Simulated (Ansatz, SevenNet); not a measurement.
# Ladder of methods for the TO(Γ) frequency of diamond

Reference value: 1333 cm⁻¹ (measured, low temperature, zero-point motion not removed; as tabulated in Kunc et al. (2003), arXiv:cond-mat/0304692).

Q: What do SevenNet-0, LDA, PBE, r²SCAN give, and how far is each from the reference?

A: 
```
level (code)     value (cm⁻¹)  cell (Å³/atom)  difference (%)
---------------  ------------  --------------  --------------
SevenNet-0               1097            5.69           -17.7
LDA (Ansatz)             1323            5.51            -0.8
PBE (Ansatz)             1290            5.70            -3.2
r²SCAN (Ansatz)          1324            5.64            -0.7
```

Once the reference is moved by up to 2.0 % (a margin picked here for doubts on the reference and the settings, and for temperature and zero-point motion) and values within 0.7 % count as equal, the nearest can be r²SCAN (-0.7 %), LDA (-0.8 %) or PBE (-3.2 %). Among them SevenNet-0 (-17.7 %) misses by most. Within 10 %: LDA, PBE, r²SCAN.

The reference isn't brought to a static lattice, while the calculations are for one, so the differences are not the levels' errors alone.  Each level is taken at its own relaxed cell. Cutoffs and k meshes differ between the levels. Ansatz's density-functional and Hartree–Fock values are scalar-relativistic unless marked +SOC, with PAW data made under PBE.

Machine-learned potentials (SevenNet-0) are trained on DFT data: a solid inside that data is no test of them.

Differences are worked out from the printed values.

Ansatz is an electronic-structure program.
